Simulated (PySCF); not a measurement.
Gas-phase reaction: 3 H3SiNH2 + N2 = 3 HSiNH2 + 2 NH3

Method: PySCF energies plus ideal-gas RRHO corrections (1 bar). † marks an energy on the PBE0/def2-TZVP geometry and frequencies; other levels use their own. MP2 and CCSD(T) freeze the core. All species are closed-shell singlets. H3SiNH2, HSiNH2: computed as isolated molecules; such fragments, hydroxides, amides, oligomers or adducts are transient or little studied in the gas. MP2 isn't extrapolated to the basis-set limit; its ΔH°(298 K) is 443.0 kJ in def2-SVP and 423.1 kJ in def2-TZVPP. CCSD(T) isn't extrapolated to the basis-set limit; its ΔH°(298 K) is 404.6 kJ in def2-SVP and 391.6 kJ in def2-TZVPP. The harmonic model lacks anharmonicity and excited electronic states, which grow with temperature; levels with a mode under 35 cm⁻¹ are left out. Internal rotation in H3SiNH2, HSiNH2 is treated as a harmonic vibration of one conformer, which makes the entropy rough.

| level | ΔE electronic, kJ | ΔH°(298 K), kJ | ΔS°(298 K), J/K | ΔG°(2500 K), kJ |
|---|---|---|---|---|
| BLYP/def2-TZVP† | 303 | 341 | 137 | 78 |
| CCSD(T)/def2-SVP† | 366 | 405 | 137 | 142 |
| HF/def2-TZVP† | 434 | 472 | 137 | 209 |
| MP2/def2-TZVPP† | 385 | 423 | 137 | 160 |
| PBE/def2-SVP | 311 | 347 | 143 | 68 |
| PBE0/def2-QZVP† | 319 | 357 | 137 | 94 |
| PBE0/def2-SVP† | 332 | 370 | 137 | 107 |
| LDA/def2-TZVP† | 288 | 326 | 137 | 63 |
| ωB97M-V/def2-TZVP† | 335 | 373 | 137 | 110 |
ΔH° is lowest at LDA/def2-TZVP† and highest at HF/def2-TZVP†. No reference value is set beside these.
